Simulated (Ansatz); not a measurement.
Results of HSE06+SOC in Ansatz (plane waves, PAW) for Ca2Pb (Pnma, No. 62; cell taken from a computed entry).

Numerical settings: plane-wave cutoff 460 eV, 4×4×2 k mesh (along the axes of the cell as run), Fermi–Dirac smearing 0.01 eV, PAW data made under PBE.

Cell (relaxed with PBEsol):

Space group Pnma (No. 62); a = 7.3783 Å, b = 5.2496 Å, c = 9.5279 Å, α = β = γ = 90.00°

| atom | site | symmetry | x | y | z |
|---|---|---|---|---|---|
| Ca | 4c | .m. | 0.1870 | 0.2500 | 0.5753 |
| Ca | 4c | .m. | 0.0158 | 0.2500 | 0.2075 |
| Pb | 4c | .m. | 0.2396 | 0.2500 | 0.9026 |

Q: What does this level give for the band gap and smallest direct gap on the k points sampled?

A: 
* **band gap**: 0.09 eV (on the SCF k mesh) (indirect)
* **smallest direct gap on the k points sampled**: 0.26 eV

Measured, for comparison: band gap 0.46 eV (temperature not stated, not corrected to a static lattice, from resistivity, a single non-optical measurement; as tabulated in Parker and Singh (2013), doi:10.1088/1468-6996/14/5/055003). Computed (rounded) less measured: band gap -0.37 eV.

Note: cell and atoms aren't relaxed at this level (pressure 1.1 GPa).

Ansatz is an electronic-structure program.
